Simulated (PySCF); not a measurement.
Gas-phase reaction: 6 CH2Cl ⇌ 3 CH2Cl2 + C3H6 (propylene)

Energies from PySCF (xtb for GFN2), thermal terms from the rigid-rotor harmonic-oscillator model, ideal gas at 1 bar. † marks an energy on the PBE0/def2-TZVP geometry and frequencies; other levels use their own. 6-31G* has spherical d functions here. Open shells (unrestricted): CH2Cl (multiplicity 2); the rest are closed-shell singlets. GFN2 has no spin-polarisation term. B3LYP is the form with VWN-RPA correlation. CH2Cl: computed as isolated molecules; such fragments, hydroxides, amides, oligomers or adducts are transient or little studied in the gas. The harmonic model lacks anharmonicity and excited electronic states, which grow with temperature; levels with a mode under 35 cm⁻¹ are left out. Internal rotation in C3H6 (propylene) is treated as a harmonic vibration of one conformer, which makes the entropy rough. Warning, point group unlike the PBE0 one: CH2Cl (B3LYP/6-31G*).

ΔH° and ΔS° at 298 K: B3LYP/6-31G* -901 kJ, -459 J/K; B3LYP/def2-TZVP† -865 kJ, -404 J/K; GFN2-xTB -1158 kJ, -425 J/K; M06-2X/def2-TZVP† -955 kJ, -404 J/K.

Task: With the heat capacities included, give log10 K (1 bar) at 500, 1200, 1400, 1600, 2000 K from B3LYP/6-31G*, B3LYP/def2-TZVP†, GFN2-xTB, M06-2X/def2-TZVP†.

Result: 
| T (K) | B3LYP/6-31G* | B3LYP/def2-TZVP† | GFN2-xTB | M06-2X/def2-TZVP† |
|---|---|---|---|---|
| 500 | 69.9 | 69.0 | 98.5 | 78.4 |
| 1200 | 14.3 | 15.7 | 27.4 | 19.6 |
| 1400 | 8.7 | 10.3 | 20.1 | 13.6 |
| 1600 | 4.5 | 6.2 | 14.7 | 9.2 |
| 2000 | -1.4 | 0.6 | 7.2 | 3.0 |
